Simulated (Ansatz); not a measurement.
Input and command of a calculation in Ansatz (plane waves; scalar-relativistic PAW potentials unless the input names others):

```yaml
crystal:
  lattice:
    - [4.2941130349, 0.0, 0.0]
    - [-2.1470565174, 3.7188109749, 0.0]
    - [0.0, 0.0, 5.5060357869]
  atoms:
    - { symbol: Sn, position: [0.3333333333, 0.6666666667, 0.25] }
    - { symbol: Sn, position: [0.6666666667, 0.3333333333, 0.75] }
    - { symbol: Au, position: [0.0, 0.0, 0.0] }
    - { symbol: Au, position: [0.0, 0.0, 0.5] }
basis:
  ecutwfc: 420
kpoints:
  mp_grid: { grid: [12, 12, 6] }
hamiltonian:
  xc: lda
  hubbard: { sites: [{ species: Au, l: d, u_eff: -5.0 }] }
scf:
  occupations: { method: gaussian, width: 0.15 }
  max_iter: 60
output:
  forces: true
  eigenvalues: true
  stress: true
```

```bash
ansatz run input.yaml --threads 2 --pin off --max-ram 5120MiB --backend cpu --events-out ev --progress --plain --runs-dir out
```

Abridged log:
```
Sn: projections on atomic orbitals take those of the free atom [Kr] 4d10 5s2 5p2, of charge +0.00 (hamiltonian.pseudopotentials.projection_atoms); the dataset's partial waves leave at most 5.0e-6 of an orbital's norm unspanned inside its sphere
Au: projections on atomic orbitals take those of the free atom [Kr 4d10 4f14] 5s2 5p6 5d10 6s1, of charge +0.00 (hamiltonian.pseudopotentials.projection_atoms); the dataset's partial waves leave at most 9.9e-5 of an orbital's norm unspanned inside its sphere
Pseudopotentials: kind: paw
Pseudopotential: Sn, paw, valence charge 14, recommended cutoff 420 eV (normal)
Pseudopotential: Au, paw, valence charge 19, recommended cutoff 420 eV (normal)
Functional definition: SPW92
Crystal: 4 atoms, lattice volume = 87.926 Å³
Basis set: ecut = 420 eV, 1729 PW (Γ)
Bands: 40, of which v1, the nominal top of the filled ones, is band 33 counted from 1 (32 counted from 0)
Symmetry: 24 space group operations
Space group: P63/mmc (ITA 194), of the structure as read, at distance tolerance 4.4e-5 Å
k-points: 76 of 864
Initial density: superposition of atomic densities (chi_scale 0.1, normalization cell, long waves of neutral atoms under a Hubbard term (reshape's long-wave potential 0.00 eV rms, cloud 2.75 Å wide))
Initial wavefunctions: pseudopotential atomic-orbital guess
Functional: x = slater, c = lda
SCF iter   1: F=—  HF=-37502.651867 eV  |F-HF|=—  |Δ(HF+E_count)|=         —  Δρ=1.94e-1  dr2=5.61e1  ethr=3.10e-3  ⟨swp⟩=7.1  Hψ=12494  notcnv=0
SCF iter   2: F=—  HF=-37492.193701 eV  |F-HF|=—  |Δ(HF+E_count)|=    1.05e1  Δρ=3.12e-2  dr2=4.91e-1  ethr=3.10e-3  ⟨swp⟩=3.4  Hψ=7635  notcnv=0  defer=132
SCF iter   3: F=—  HF=-37492.077032 eV  |F-HF|=—  |Δ(HF+E_count)|=   1.17e-1  Δρ=1.67e-2  dr2=2.22e-1  ethr=7.44e-4  ⟨swp⟩=2.1  Hψ=6485  notcnv=0  defer=135
SCF iter   4: F=—  HF=-37492.017767 eV  |F-HF|=—  |Δ(HF+E_count)|=   5.93e-2  Δρ=3.50e-3  dr2=1.71e-2  ethr=3.36e-4  ⟨swp⟩=2.0  Hψ=5902  notcnv=0  defer=136
SCF iter   5: F=—  HF=-37492.011554 eV  |F-HF|=—  |Δ(HF+E_count)|=   6.21e-3  Δρ=6.52e-4  dr2=9.31e-4  ethr=2.59e-5  ⟨swp⟩=2.0  Hψ=5314  notcnv=0  defer=136
SCF iter   6: F=—  HF=-37492.011277 eV  |F-HF|=—  |Δ(HF+E_count)|=   2.77e-4  Δρ=1.85e-4  dr2=3.67e-5  ethr=1.41e-6  ⟨swp⟩=2.0  Hψ=4022  notcnv=0  defer=136
SCF iter   7: F=—  HF=-37492.011256 eV  |F-HF|=—  |Δ(HF+E_count)|=   2.08e-5  Δρ=4.39e-5  dr2=2.13e-6  ethr=5.57e-8  ⟨swp⟩=3.0  Hψ=5393  notcnv=0  defer=138
SCF iter   8: F=—  HF=-37492.011256 eV  |F-HF|=—  |Δ(HF+E_count)|=   4.92e-7  Δρ=1.67e-5  dr2=4.53e-7  ethr=3.23e-9  ⟨swp⟩=2.0  Hψ=4773  notcnv=0  defer=138
SCF iter   9: F=-37492.011256 eV  HF=-37492.011256 eV  |F-HF|=6.81e-9  |Δ(HF+E_count)|=   7.00e-8  Δρ=3.92e-6  dr2=2.52e-8  ethr=1.52e-10  ⟨swp⟩=11.8  Hψ=13978  notcnv=0
SCF 1 converged in 9 iterations: F = -37492.011256 eV  dr2 = 2.52e-8
SCF converged after 9 iterations
Free energy (F): -37492.011256 eV
Harris-Foulkes:  -37492.011256 eV  (|F-HF|=6.81e-9)
Internal energy: -37491.995056 eV  (E = F + TS)
E sigma→0 (E₀):  -37492.003156 eV
Entropy (-TS):   -0.016199 eV (-4.050 meV/atom)
Fermi energy:    14.787059 eV
--- Forces (eV/Å), atoms counted from 1 ---
  atom   1  Sn     0.00000000     0.00000000     0.00000000
  atom   2  Sn     0.00000000     0.00000000     0.00000000
  atom   3  Au     0.00000000     0.00000000     0.00000000
  atom   4  Au     0.00000000     0.00000000     0.00000000
--- Stress (GPa, compression-positive) ---
       -1.501042       0.000000       0.000000
        0.000000      -1.501042       0.000000
        0.000000       0.000000      -1.593019
  P = ⅓ Tr σ = -1.5317 GPa (-15.317 kbar)
Occupation matrices written to <dir>
```

Task: What should be changed?

Result: The fault is an enormous or negative U (hamiltonian.hubbard: not typed → {"sites": [{"species": "Au", "l": "d", "u_eff": -5.0}]}, the first being the value of the sound run). Setting it back cures it. The run converged all the same, with an energy at zero smearing 554 meV/atom below the reference's (the Hamiltonian itself differs), pressure -1.53 GPa, largest force 0.000 eV/Å, no gap on the mesh, so convergence alone doesn't show that an input is right. A reference run from the same start on usual settings converged with pressure -0.22 GPa, largest force 0.000 eV/Å, no gap on the mesh.

The run took 3.5 s on 2 threads of AMD EPYC 9R45 96-Core Processor (Zen 5), on a shared host, peak memory 0.69 GiB.